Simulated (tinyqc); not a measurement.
Worked calculation: coupled-perturbed Hartree-Fock on RHF in the sto-3g basis, for H2F+, spin multiplicity 1. Computed by tinyqc, a small Python program that keeps every step (integrals from PySCF). Settings: charge = 1, multiplicity = 1, basis = sto-3g, method = RHF, energy threshold = 1e-10, iteration cap = 54, orthogonalisation = canonical, start = Wolfsberg-Helmholz matrix, DIIS depth = 6. Command: `OMP_NUM_THREADS=1 python tinyqc.py 28349 28350 out.jsonl` (the two numbers bound the seeds that draw the settings). One thread of a shared host (Intel(R) Xeon(R) Processor @ 2.60GHz), about 0.2 s of CPU time with the checks. The early iterations of the SCF are left out here.

## One-electron integrals

Geometry (angstrom):
```
atom,x,y,z
F,0.000000,0.000000,0.000000
H,0.000000,0.707000,0.539000
H,0.000000,-0.672000,0.512000
```

Basis sto-3g: exponents (1/bohr^2) and contraction coefficients of normalised primitives:
```
element,l (shell),exponent,coefficient
F,s (1),166.679130,0.154329
F,s (1),30.360812,0.535328
F,s (1),8.216821,0.444635
F,s (2),6.464803,-0.099967
F,s (2),1.502281,0.399513
F,s (2),0.488588,0.700115
F,p (3),6.464803,0.155916
F,p (3),1.502281,0.607684
F,p (3),0.488588,0.391957
H,s (1),3.425251,0.154329
H,s (1),0.623914,0.535328
H,s (1),0.168855,0.444635
```

Overlap, kinetic and nuclear-attraction integrals over the contracted functions; the nuclear repulsion is the sum of Za Zb / Rab.

nuclear repulsion = 11.37812936 hartree

overlap S, lower triangle:
```
,1F 1s,1F 2s,1F 2px,1F 2py,1F 2pz,2H 1s,3H 1s
1F 1s,1.000000
1F 2s,0.237990,1.000000
1F 2px,0.000000,0.000000,1.000000
1F 2py,0.000000,0.000000,0.000000,1.000000
1F 2pz,0.000000,0.000000,0.000000,0.000000,1.000000
2H 1s,0.052864,0.467855,0.000000,0.285262,0.217477,1.000000
3H 1s,0.058637,0.498655,0.000000,-0.296605,0.225985,0.304319,1.000000
```

kinetic energy T (hartree), lower triangle:
```
,1F 1s,1F 2s,1F 2px,1F 2py,1F 2pz,2H 1s,3H 1s
1F 1s,36.984577
1F 2s,-0.212858,1.037995
1F 2px,0.000000,0.000000,3.248015
1F 2py,0.000000,0.000000,0.000000,3.248015
1F 2pz,0.000000,0.000000,0.000000,0.000000,3.248015
2H 1s,0.002505,0.144249,0.000000,0.236487,0.180292,0.760032
3H 1s,0.006670,0.171187,0.000000,-0.266910,0.203360,0.022291,0.760032
```

nuclear attraction V (hartree), lower triangle:
```
,1F 1s,1F 2s,1F 2px,1F 2py,1F 2pz,2H 1s,3H 1s
1F 1s,-78.231187
1F 2s,-9.467539,-12.748809
1F 2px,0.000000,0.000000,-12.566313
1F 2py,0.001371,0.013514,0.000000,-12.735575
1F 2pz,-0.020463,-0.240490,0.000000,0.007492,-12.664627
2H 1s,-2.168660,-4.691386,0.000000,-2.496798,-1.988665,-6.710317
3H 1s,-2.409074,-5.069121,0.000000,2.649114,-2.104769,-2.286315,-6.926722
```

core Hamiltonian H = T + V (hartree), lower triangle:
```
,1F 1s,1F 2s,1F 2px,1F 2py,1F 2pz,2H 1s,3H 1s
1F 1s,-41.246610
1F 2s,-9.680396,-11.710813
1F 2px,0.000000,0.000000,-9.318298
1F 2py,0.001371,0.013514,0.000000,-9.487561
1F 2pz,-0.020463,-0.240490,0.000000,0.007492,-9.416612
2H 1s,-2.166155,-4.547137,0.000000,-2.260311,-1.808373,-5.950285
3H 1s,-2.402404,-4.897934,0.000000,2.382204,-1.901409,-2.264023,-6.166690
```

## Two-electron integrals

Functions are numbered as in S; the eight-fold symmetry (ij|kl) = (ji|kl) = (kl|ij) leaves the list below.

Two-electron integrals (ij|kl) in chemists' order, unique and non-zero (hartree):
```
i,j,k,l,(ij|kl)
1,1,1,1,5.403501
2,1,1,1,0.841920
2,1,2,1,0.156299
2,2,1,1,1.268028
2,2,2,1,0.292344
2,2,2,2,0.926167
3,1,3,1,0.027998
3,2,3,1,0.043169
3,2,3,2,0.204588
3,3,1,1,1.264502
3,3,2,1,0.292403
3,3,2,2,0.925959
3,3,3,3,0.997514
4,1,4,1,0.027998
4,2,4,1,0.043169
4,2,4,2,0.204588
4,3,4,3,0.053770
4,4,1,1,1.264502
4,4,2,1,0.292403
4,4,2,2,0.925959
4,4,3,3,0.889973
4,4,4,4,0.997514
5,1,5,1,0.027998
5,2,5,1,0.043169
5,2,5,2,0.204588
5,3,5,3,0.053770
5,4,5,4,0.053770
5,5,1,1,1.264502
5,5,2,1,0.292403
5,5,2,2,0.925959
5,5,3,3,0.889973
5,5,4,4,0.889973
5,5,5,5,0.997514
6,1,1,1,0.190345
6,1,2,1,0.035003
6,1,2,2,0.064938
6,1,3,3,0.064844
6,1,4,1,0.001126
6,1,4,2,0.002099
6,1,4,4,0.065028
6,1,5,1,0.000858
6,1,5,2,0.001600
6,1,5,4,0.000140
6,1,5,5,0.064951
6,1,6,1,0.007918
6,2,1,1,0.445557
6,2,2,1,0.103946
6,2,2,2,0.363244
6,2,3,3,0.358199
6,2,4,1,0.005564
6,2,4,2,0.042073
6,2,4,4,0.367555
6,2,5,1,0.004242
6,2,5,2,0.032076
6,2,5,4,0.007132
6,2,5,5,0.363637
6,2,6,1,0.023555
6,2,6,2,0.170094
6,3,3,1,0.011315
6,3,3,2,0.065396
6,3,4,3,0.009015
6,3,5,3,0.006873
6,3,6,3,0.026233
6,4,1,1,0.228140
6,4,2,1,0.053950
6,4,2,2,0.201970
6,4,3,3,0.193113
6,4,4,1,0.013871
6,4,4,2,0.087907
6,4,4,4,0.216404
6,4,5,1,0.001948
6,4,5,2,0.017162
6,4,5,4,0.010883
6,4,5,5,0.196170
6,4,6,1,0.012780
6,4,6,2,0.115886
6,4,6,4,0.104688
6,5,1,1,0.173929
6,5,2,1,0.041130
6,5,2,2,0.153977
6,5,3,3,0.147225
6,5,4,1,0.001948
6,5,4,2,0.017162
6,5,4,4,0.151235
6,5,5,1,0.012800
6,5,5,2,0.078480
6,5,5,4,0.012073
6,5,5,5,0.163302
6,5,6,1,0.009743
6,5,6,2,0.088349
6,5,6,4,0.059812
6,5,6,5,0.071832
6,6,1,1,0.566142
6,6,2,1,0.134246
6,6,2,2,0.537816
6,6,3,3,0.518828
6,6,4,1,0.009795
6,6,4,2,0.101553
6,6,4,4,0.554453
6,6,5,1,0.007468
6,6,5,2,0.077422
6,6,5,4,0.027160
6,6,5,5,0.539534
6,6,6,1,0.030669
6,6,6,2,0.310327
6,6,6,4,0.245593
6,6,6,5,0.187234
6,6,6,6,0.774606
7,1,1,1,0.211368
7,1,2,1,0.038855
7,1,2,2,0.072039
7,1,3,3,0.071937
7,1,4,1,-0.001234
7,1,4,2,-0.002300
7,1,4,4,0.072137
7,1,5,1,0.000940
7,1,5,2,0.001752
7,1,5,4,-0.000152
7,1,5,5,0.072053
7,1,6,1,0.008684
7,1,6,2,0.025477
7,1,6,4,0.012612
7,1,6,5,0.010536
7,1,6,6,0.032827
7,1,7,1,0.009755
7,2,1,1,0.481716
7,2,2,1,0.112322
7,2,2,2,0.390914
7,2,3,3,0.385603
7,2,4,1,-0.005966
7,2,4,2,-0.044619
7,2,4,4,0.395455
7,2,5,1,0.004546
7,2,5,2,0.033995
7,2,5,4,-0.007506
7,2,5,5,0.391323
7,2,6,1,0.024817
7,2,6,2,0.154489
7,2,6,4,0.071614
7,2,6,5,0.077802
7,2,6,6,0.236717
7,2,7,1,0.028223
7,2,7,2,0.194935
7,3,3,1,0.012392
7,3,3,2,0.071008
7,3,4,3,-0.009611
7,3,5,3,0.007323
7,3,6,3,0.023427
7,3,7,3,0.030494
7,4,1,1,-0.241335
7,4,2,1,-0.057057
7,4,2,2,-0.212800
7,4,3,3,-0.203385
7,4,4,1,0.015097
7,4,4,2,0.094563
7,4,4,4,-0.228168
7,4,5,1,-0.002061
7,4,5,2,-0.017946
7,4,5,4,0.011559
7,4,5,5,-0.206613
7,4,6,1,-0.011996
7,4,6,2,-0.069410
7,4,6,4,-0.008849
7,4,6,5,-0.034133
7,4,6,6,-0.091225
7,4,7,1,-0.015004
7,4,7,2,-0.130027
7,4,7,4,0.116773
7,5,1,1,0.183874
7,5,2,1,0.043472
7,5,2,2,0.162133
7,5,3,3,0.154960
7,5,4,1,-0.002061
7,5,4,2,-0.017946
7,5,4,4,0.159196
7,5,5,1,0.013963
7,5,5,2,0.084681
7,5,5,4,-0.012839
7,5,5,5,0.172065
7,5,6,1,0.010060
7,5,6,2,0.076653
7,5,6,4,0.034618
7,5,6,5,0.061573
7,5,6,6,0.131038
7,5,7,1,0.011432
7,5,7,2,0.099068
7,5,7,4,-0.065737
7,5,7,5,0.080579
7,6,1,1,0.207238
7,6,2,1,0.048812
7,6,2,2,0.185633
7,6,3,3,0.182058
7,6,4,1,0.000051
7,6,4,2,0.000560
7,6,4,4,0.185224
7,6,5,1,0.003171
7,6,5,2,0.028657
7,6,5,4,0.000141
7,6,5,5,0.189421
7,6,6,1,0.010972
7,6,6,2,0.087615
7,6,6,4,0.051747
7,6,6,5,0.051744
7,6,6,6,0.168974
7,6,7,1,0.012163
7,6,7,2,0.093049
7,6,7,4,-0.053104
7,6,7,5,0.053988
7,6,7,6,0.054030
7,7,1,1,0.589994
7,7,2,1,0.139809
7,7,2,2,0.556109
7,7,3,3,0.536469
7,7,4,1,-0.010400
7,7,4,2,-0.105408
7,7,4,4,0.573339
7,7,5,1,0.007924
7,7,5,2,0.080311
7,7,5,4,-0.028092
7,7,5,5,0.557872
7,7,6,1,0.030813
7,7,6,2,0.227239
7,7,6,4,0.090594
7,7,6,5,0.127695
7,7,6,6,0.372346
7,7,7,1,0.035434
7,7,7,2,0.337067
7,7,7,4,-0.261233
7,7,7,5,0.199035
7,7,7,6,0.168974
7,7,7,7,0.774606
```

## Orthogonalisation

S = U s U^T; canonical form X = U s^(-1/2), so that X^T S X = 1. Each column of U has its largest component positive (the first on a tie).

eigenvalues of S: 0.356719  0.414190  0.895010  1.000000  1.086523  1.286295  1.961263

X:
```
,1,2,3,4,5,6,7
1F 1s,-0.303976,0.102819,0.750319,0.000000,-0.619153,0.000961,0.146805
1F 2s,1.146974,-0.325700,-0.257585,0.000000,-0.284582,0.004029,0.415983
1F 2px,0.000000,0.000000,0.000000,1.000000,0.000000,0.000000,0.000000
1F 2py,-0.277817,-0.849697,0.001245,0.000000,-0.010452,0.723404,-0.009378
1F 2pz,0.472095,-0.138525,0.662368,0.000000,0.650888,0.008480,0.174141
2H 1s,-0.385277,1.058820,-0.160162,0.000000,0.127933,0.368482,0.369179
3H 1s,-0.973076,-0.659866,-0.153597,0.000000,0.126089,-0.343867,0.385455
```

## Iteration 7 (converged): orbitals

converged F (hartree), lower triangle:
```
,1F 1s,1F 2s,1F 2px,1F 2py,1F 2pz,2H 1s,3H 1s
1F 1s,-26.682379
1F 2s,-6.805819,-3.734142
1F 2px,0.000000,0.000000,-1.105971
1F 2py,0.001364,0.013861,0.000000,-1.120085
1F 2pz,-0.028275,-0.182161,0.000000,0.010142,-1.129214
2H 1s,-1.532508,-1.490952,0.000000,-0.573475,-0.515998,-1.055553
3H 1s,-1.698565,-1.604247,0.000000,0.597001,-0.535241,-0.643634,-1.138409
```

Diagonalise F' = X^T F X, C = X C', fill 5 alpha and 5 beta electrons from the bottom; D = 2 C_occ C_occ^T. Each column has its largest component positive (the first on a tie).

F' = X^T F X (hartree), lower triangle:
```
,1,2,3,4,5,6,7
1,-0.473598
2,0.284133,0.152217
3,2.040566,-0.793658,-12.457326
4,0.000000,0.000000,0.000000,-1.105971
5,-1.618198,0.662988,11.495544,0.000000,-12.816043
6,0.004987,0.036008,-0.022359,0.000000,0.026662,-1.303800
7,0.041228,-0.078494,-4.951151,0.000000,5.152374,0.002233,-4.080261
```

orbital energies (hartree): MO1 -26.692471, MO2 -2.173190, MO3 -1.305037, MO4 -1.158883, MO5 -1.105971, MO6 0.085250, MO7 0.265521

coefficients C:
```
,MO1,MO2,MO3,MO4,MO5,MO6,MO7
1F 1s,0.994462,-0.245809,-0.007267,0.080545,0.000000,0.120272,0.021732
1F 2s,0.024904,0.915724,0.038444,-0.404578,0.000000,-0.841599,-0.171484
1F 2px,0.000000,0.000000,0.000000,0.000000,1.000000,0.000000,0.000000
1F 2py,-0.000300,-0.012730,0.743390,0.027361,0.000000,-0.122202,0.868451
1F 2pz,0.003513,0.160561,-0.028751,0.869782,0.000000,-0.584577,-0.099885
2H 1s,-0.004981,0.082055,0.331566,0.194324,0.000000,0.912965,-0.771796
3H 1s,-0.005601,0.092321,-0.338282,0.169046,0.000000,0.668342,1.044205
```

D after iteration 7, lower triangle:
```
,1F 1s,1F 2s,1F 2px,1F 2py,1F 2pz,2H 1s,3H 1s
1F 1s,2.111834
1F 2s,-0.466385,2.008662
1F 2px,0.000000,0.000000,2.000000
1F 2py,-0.000735,0.011690,0.000000,1.107079
1F 2pz,0.068583,-0.411766,0.000000,0.000760,1.566280
2H 1s,-0.023762,0.018287,0.000000,0.501513,0.345288,0.308911
3H 1s,-0.024378,0.006008,0.000000,-0.496048,0.343124,-0.143420,0.303131
```

## Convergence

Stop when the energy changes by less than 1e-10 hartree and every element of the error matrix X^T (F D S - S D F) X is below 3e-06.

Course of the cycle:
```
iteration,E (hartree),change,largest element of the error matrix
1,-98.56936325,-,9.33e-01
2,-98.81044507,-2.41e-01,1.38e-01
3,-98.82707387,-1.66e-02,2.27e-02
4,-98.82755158,-4.78e-04,3.19e-03
5,-98.82757058,-1.90e-05,7.45e-04
6,-98.82757186,-1.28e-06,1.20e-05
7,-98.82757186,-8.80e-11,1.73e-06
```

PySCF RHF in the same basis = -98.82757186 hartree

Converged in 7 iterations.

## Integrals over molecular orbitals

(pq|rs) = sum C_ip C_jq C_kr C_ls (ij|kl), one index at a time.

one-electron integrals over orbitals h = C^T H C (hartree), lower triangle:
```
,1,2,3,4,5,6,7
1,-41.227702
2,0.680742,-9.814949
3,0.020053,-0.011672,-8.420751
4,-0.214430,0.281511,0.046778,-8.988447
5,0.000000,0.000000,0.000000,0.000000,-9.318298
6,-0.319772,1.510372,0.317557,1.181394,0.000000,-5.831335
7,-0.057866,0.286304,-2.036090,0.089304,0.000000,0.032886,-6.191300
```

Two-electron integrals over orbitals (pq|rs), unique and non-zero (hartree):
```
p,q,r,s,(pq|rs)
1,1,1,1,5.360377
2,1,1,1,-0.494419
2,1,2,1,0.073012
2,2,1,1,1.196110
2,2,2,1,-0.016939
2,2,2,2,0.870220
3,1,1,1,-0.014730
3,1,2,1,0.001686
3,1,2,2,-0.001972
3,1,3,1,0.017798
3,2,1,1,0.005167
3,2,2,1,-0.001026
3,2,2,2,-0.006553
3,2,3,1,0.026474
3,2,3,2,0.165697
3,3,1,1,1.017562
3,3,2,1,-0.007872
3,3,2,2,0.781924
3,3,3,1,0.000901
3,3,3,2,0.005011
3,3,3,3,0.773404
4,1,1,1,0.161362
4,1,2,1,-0.019191
4,1,2,2,0.019097
4,1,3,1,-0.000844
4,1,3,2,0.000082
4,1,3,3,0.006033
4,1,4,1,0.030753
4,2,1,1,-0.086101
4,2,2,1,0.010146
4,2,2,2,0.027473
4,2,3,1,0.000137
4,2,3,2,0.000485
4,2,3,3,-0.003181
4,2,4,1,0.028291
4,2,4,2,0.150113
4,3,1,1,-0.010412
4,3,2,1,0.000614
4,3,2,2,-0.002540
4,3,3,1,-0.005344
4,3,3,2,-0.001276
4,3,3,3,-0.003967
4,3,4,1,0.000997
4,3,4,2,0.005236
4,3,4,3,0.049120
4,4,1,1,1.185378
4,4,2,1,-0.016416
4,4,2,2,0.813918
4,4,3,1,-0.000181
4,4,3,2,0.004085
4,4,3,3,0.739852
4,4,4,1,-0.013457
4,4,4,2,-0.097462
4,4,4,3,-0.007318
4,4,4,4,0.937463
5,1,5,1,0.029670
5,2,5,1,0.038570
5,2,5,2,0.177218
5,3,5,1,0.001112
5,3,5,2,0.003782
5,3,5,3,0.040274
5,4,5,1,-0.011925
5,4,5,2,-0.041340
5,4,5,3,-0.001621
5,4,5,4,0.060155
5,5,1,1,1.263993
5,5,2,1,-0.013736
5,5,2,2,0.876837
5,5,3,1,-0.000417
5,5,3,2,0.002707
5,5,3,3,0.768262
5,5,4,1,0.004570
5,5,4,2,-0.047382
5,5,4,3,-0.005785
5,5,4,4,0.851973
5,5,5,5,0.997514
6,1,1,1,0.244220
6,1,2,1,-0.038565
6,1,2,2,0.002612
6,1,3,1,-0.003218
6,1,3,2,-0.002978
6,1,3,3,0.002482
6,1,4,1,-0.002239
6,1,4,2,-0.019451
6,1,4,3,-0.000063
6,1,4,4,0.016838
6,1,5,5,0.006505
6,1,6,1,0.026709
6,2,1,1,-0.326128
6,2,2,1,0.007734
6,2,2,2,-0.159597
6,2,3,1,-0.001699
6,2,3,2,-0.009032
6,2,3,3,-0.103349
6,2,4,1,-0.018421
6,2,4,2,-0.033284
6,2,4,3,0.004331
6,2,4,4,-0.114435
6,2,5,5,-0.164691
6,2,6,1,0.003956
6,2,6,2,0.088159
6,3,1,1,-0.062574
6,3,2,1,0.001466
6,3,2,2,-0.029435
6,3,3,1,-0.005005
6,3,3,2,0.021640
6,3,3,3,-0.025298
6,3,4,1,-0.000110
6,3,4,2,0.009075
6,3,4,3,0.013841
6,3,4,4,-0.028567
6,3,5,5,-0.033700
6,3,6,1,-0.000215
6,3,6,2,0.015325
6,3,6,3,0.061228
6,4,1,1,-0.229217
6,4,2,1,0.002229
6,4,2,2,-0.115049
6,4,3,1,0.001448
6,4,3,2,0.009398
6,4,3,3,-0.072775
6,4,4,1,-0.005782
6,4,4,2,0.008328
6,4,4,3,0.000840
6,4,4,4,-0.130085
6,4,5,5,-0.120328
6,4,6,1,0.001143
6,4,6,2,0.058357
6,4,6,3,0.017707
6,4,6,4,0.059740
6,5,5,1,-0.015625
6,5,5,2,-0.057835
6,5,5,3,-0.004884
6,5,5,4,-0.001750
6,5,6,5,0.030428
6,6,1,1,0.753314
6,6,2,1,-0.005655
6,6,2,2,0.614982
6,6,3,1,0.002529
6,6,3,2,0.027775
6,6,3,3,0.585205
6,6,4,1,0.018884
6,6,4,2,0.072707
6,6,4,3,0.012597
6,6,4,4,0.557836
6,6,5,5,0.580088
6,6,6,1,-0.005587
6,6,6,2,-0.066224
6,6,6,3,0.016205
6,6,6,4,-0.027331
6,6,6,6,0.578210
7,1,1,1,0.044560
7,1,2,1,-0.007329
7,1,2,2,-0.000344
7,1,3,1,0.017888
7,1,3,2,0.025406
7,1,3,3,0.001758
7,1,4,1,0.000500
7,1,4,2,-0.002211
7,1,4,3,-0.005699
7,1,4,4,0.002431
7,1,5,5,0.001147
7,1,6,1,0.001997
7,1,6,2,-0.001936
7,1,6,3,-0.004907
7,1,6,4,0.001402
7,1,6,6,0.002488
7,1,7,1,0.019174
7,2,1,1,-0.062973
7,2,2,1,0.001330
7,2,2,2,-0.030480
7,2,3,1,0.016415
7,2,3,2,0.049941
7,2,3,3,-0.015505
7,2,4,1,-0.002298
7,2,4,2,-0.000912
7,2,4,3,-0.029051
7,2,4,4,-0.024816
7,2,5,5,-0.030975
7,2,6,1,-0.002008
7,2,6,2,0.007966
7,2,6,3,-0.029390
7,2,6,4,0.011153
7,2,6,6,-0.015313
7,2,7,1,0.015841
7,2,7,2,0.054332
7,3,1,1,0.409931
7,3,2,1,-0.009065
7,3,2,2,0.175405
7,3,3,1,-0.000317
7,3,3,2,0.009279
7,3,3,3,0.154324
7,3,4,1,-0.001821
7,3,4,2,-0.063484
7,3,4,3,-0.002581
7,3,4,4,0.197606
7,3,5,5,0.211988
7,3,6,1,0.006599
7,3,6,2,-0.074863
7,3,6,3,-0.013905
7,3,6,4,-0.068420
7,3,6,6,0.027065
7,3,7,1,0.000939
7,3,7,2,-0.018805
7,3,7,3,0.153032
7,4,1,1,-0.017706
7,4,2,1,0.000116
7,4,2,2,-0.006965
7,4,3,1,-0.009550
7,4,3,2,-0.064578
7,4,3,3,-0.007696
7,4,4,1,-0.001521
7,4,4,2,-0.004214
7,4,4,3,0.015907
7,4,4,4,-0.009327
7,4,5,5,-0.008589
7,4,6,1,0.001991
7,4,6,2,0.008675
7,4,6,3,-0.031882
7,4,6,4,-0.002926
7,4,6,6,-0.020685
7,4,7,1,-0.009485
7,4,7,2,-0.010276
7,4,7,3,-0.011042
7,4,7,4,0.051039
7,5,5,1,-0.002815
7,5,5,2,-0.010452
7,5,5,3,0.024357
7,5,5,4,0.001060
7,5,6,5,0.002169
7,5,7,5,0.019992
7,6,1,1,-0.004441
7,6,2,1,0.000383
7,6,2,2,0.003813
7,6,3,1,-0.010804
7,6,3,2,-0.097515
7,6,3,3,-0.007633
7,6,4,1,0.002120
7,6,4,2,0.006468
7,6,4,3,-0.033836
7,6,4,4,-0.008238
7,6,5,5,-0.002293
7,6,6,1,0.000264
7,6,6,2,-0.003654
7,6,6,3,-0.064323
7,6,6,4,-0.012854
7,6,6,6,-0.041221
7,6,7,1,-0.010654
7,6,7,2,0.012573
7,6,7,3,-0.015505
7,6,7,4,0.053376
7,6,7,6,0.134999
7,7,1,1,0.839633
7,7,2,1,-0.008141
7,7,2,2,0.646038
7,7,3,1,-0.004106
7,7,3,2,-0.032825
7,7,3,3,0.646578
7,7,4,1,0.004472
7,7,4,2,0.012814
7,7,4,3,-0.009679
7,7,4,4,0.618210
7,7,5,5,0.626735
7,7,6,1,0.003638
7,7,6,2,-0.054602
7,7,6,3,-0.030584
7,7,6,4,-0.031526
7,7,6,6,0.549245
7,7,7,1,-0.003110
7,7,7,2,-0.007279
7,7,7,3,0.064134
7,7,7,4,0.015756
7,7,7,6,0.035549
7,7,7,7,0.619237
```

## Response to a field: uncoupled start

dipole integrals <a|z|i> (bohr):
```
,i1,i2,i3,i4,i5
a6,-0.030627,0.102897,0.077360,0.365205,0.000000
a7,-0.004937,0.025293,-0.508530,0.032754,0.000000
```

Field along z; U_ai = -mu_ai / (e_a - e_i), alpha = -4 sum U_ai mu_ai.

uncoupled U:
```
,i1,i2,i3,i4,i5
a6,0.001144,-0.045561,-0.055643,-0.293541,0.000000
a7,0.000183,-0.010371,0.323789,-0.022995,0.000000
```

uncoupled polarisability = 1.127612 bohr^3

## Coupled step 1

U_ai = -(mu_ai + sum_bj [4 (ai|bj) - (ab|ij) - (aj|bi)] U_bj) / (e_a - e_i); alpha = -4 sum U_ai mu_ai.

U after step 1:
```
,i1,i2,i3,i4,i5
a6,0.000518,-0.013883,-0.054628,-0.322939,0.000000
a7,0.000072,-0.004533,0.316828,-0.026043,0.000000
```

polarisability = 1.142775 bohr^3

## Coupled step 2

As before.

U after step 2:
```
,i1,i2,i3,i4,i5
a6,0.000478,-0.008199,-0.054351,-0.335835,0.000000
a7,0.000065,-0.003426,0.315666,-0.027347,0.000000
```

polarisability = 1.156879 bohr^3

## Coupled polarisability

Repeat until U stops changing; compare with -d2E/dF2.

Course of the coupled iterations:
```
step,alpha (bohr^3)
0,1.127612
1,1.142775
2,1.156879
3,1.160534
4,1.161684
5,1.162067
6,1.162203
7,1.162252
8,1.162271
9,1.162278
10,1.162281
11,1.162282
12,1.162283
13,1.162283
14,1.162283
15,1.162283
16,1.162283
17,1.162283
```

coupled polarisability = 1.162283 bohr^3

finite-field check, fields of +/-0.001 au = 1.162288 bohr^3
